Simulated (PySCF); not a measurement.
Homolysis of single bonds, series SiF3-X. All species are isolated molecules in the gas phase. One relaxed conformer stands for each flexible species; it need not be the lowest. Strings in code marks are SMILES.

These are r2SCAN-D4/def2-TZVP run with PySCF 2.14.0 values and carry that method's errors. 

A: whole molecule (`O[Si](F)(F)F`)
B: radical fragment (`[Br]`)
C: whole molecule (`F[Si](N)(F)F`)
D: radical fragment (`F[SiH]F`)
E: radical fragment (`C[Si](F)F`)
F: radical fragment (`[GeH3][Si](F)F`)

Q: A design calls for the highest dipole moment in this set. Which member fits?

A: C (2.83 D); next is A (2.16 D).
